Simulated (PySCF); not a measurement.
PySCF job for isobutene cation (C₄H₈), SMILES C=C(C)C (connectivity only; charge and spin as stated), charge +1, multiplicity 2, B3LYP/pcH-1. The structure is a stationary point at TPSSh-D3(BJ)/def2-SVP. The spin state was assumed, not searched.

```python
import numpy as np
from pyscf import gto, scf, dft
from pyscf.prop.hfc import uks as hfc

mol = gto.M(
    atom='''
    C    -1.27708996    0.01844858   -0.67388404
    C     0.00000000    0.00000000    0.05728959
    C     1.27708997   -0.01844858   -0.67388403
    C    -0.00000001   -0.00000000    1.48541201
    H    -1.18679828    0.48399348   -1.66665047
    H    -1.52785263   -1.05161652   -0.86963234
    H    -2.11195877    0.43714261   -0.09514224
    H     1.52785264    1.05161651   -0.86963232
    H     2.11195877   -0.43714261   -0.09514222
    H     1.18679830   -0.48399349   -1.66665045
    H     0.93963479    0.03435132    2.04662442
    H    -0.93963481   -0.03435132    2.04662441
    ''',
    basis='pcH-1',
    charge=1,
    spin=1,
    max_memory=1600,
    verbose=3,
)
mf = dft.UKS(mol, xc='b3lyp').density_fit(auxbasis='def2-universal-jkfit')
mf.grids.level = 3
mf.conv_tol = 1e-10
mf.max_cycle = 100
mf.kernel()
fine, coarse = mf.grids, dft.Grids(mol).set(level=1).build(with_non0tab=True)
for _ in range(3):  # follow internal instabilities
    mf.grids = coarse
    mo, _, stable, _ = mf.stability(return_status=True, nroots=4)
    mf.grids = fine
    if stable:
        break
    mf.kernel(mf.make_rdm1(mo, mf.mo_occ))
A = hfc.HFC(mf).make_fcdip(mf.make_rdm1())  # Fermi contact and dipolar terms, MHz
print('atom   A(iso)/MHz   principal dipolar parts/MHz')
for i, a in enumerate(A):
    w = np.linalg.eigvalsh((a + a.T) / 2)
    print(f'{mol.atom_symbol(i):2s}{i + 1:3d} {w.mean():12.2f}', (w - w.mean()).round(2))
```

Output:

```

WARN: HOMO -0.270325799251227 >= LUMO -0.270325799251227

converged SCF energy = -156.914239087049  <S^2> = 0.75207828  2S+1 = 2.0020772
<class 'pyscf.df.df_jk.DFUKS'> wavefunction is stable in the internal stability analysis
atom   A(iso)/MHz   principal dipolar parts/MHz
C   1        -9.66 [-4.63 -1.96  6.59]
C   2         3.20 [-23.61 -19.51  43.12]
C   3        -9.66 [-4.63 -1.96  6.59]
C   4        52.75 [-56.32 -55.09 111.4 ]
H   5        23.27 [-3.24 -2.7   5.94]
H   6       122.66 [-5.13 -1.69  6.82]
H   7        17.20 [-4.28 -1.39  5.67]
H   8       122.66 [-5.13 -1.69  6.82]
H   9        17.20 [-4.28 -1.39  5.67]
H  10        23.27 [-3.24 -2.7   5.94]
H  11       -44.61 [-25.31  -4.63  29.94]
H  12       -44.61 [-25.31  -4.63  29.94]
```

Self-consistency was reached.
